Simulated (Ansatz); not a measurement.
Born–Oppenheimer molecular dynamics of AlH5S (7 atoms, charge 0, multiplicity 1). It starts from a rough guess of a transition structure, not a stationary point.

The calculation used Ansatz 0.2.0, UKS PBE/def2-SVP.

```yaml
ensemble: NVE (velocity Verlet)
time_step: 0.5 fs
steps_asked: 150
starting_velocities_drawn_for: 100 K
seed: 691056
```

First frame:

```xyz
7
Properties=species:S:1:pos:R:3
Al -0.919 0.170 -0.217
S 1.665 -0.022 -0.703
H -1.899 -0.335 -1.289
H -1.225 1.473 0.544
H 0.650 -0.939 0.463
H -0.137 -1.249 0.962
H 1.866 0.901 0.241
```

(1) How far do the bonds stretch over the last three quarters of this one trajectory? (Pairs bonded in most of those frames.)

Answers

(1) 
```
  bond  mean (Å)  spread (Å)  shortest  longest
Al1–S2     2.215       0.160      1.99     2.47
Al1–H3     1.597       0.040      1.54     1.66
Al1–H4     1.598       0.041      1.54     1.66
 S2–H7     1.366       0.022      1.33     1.40
 H5–H6     0.777       0.024      0.74     0.82
```

Mean temperature of the second half: 1293 K. The conserved energy stayed within 0.15 meV per atom of its start (net change -0.031 meV per atom), so the integration is sound. The system heated up, since it started high on the potential surface and ran downhill. A run of 0.075 ps of so small a system gives no equilibrium averages. The orbitals stay closed-shell, which can raise the energy where a bond breaks towards radicals; this wasn't checked here.

Time of the run: 4.4 min on 1 CPU thread of a shared host.
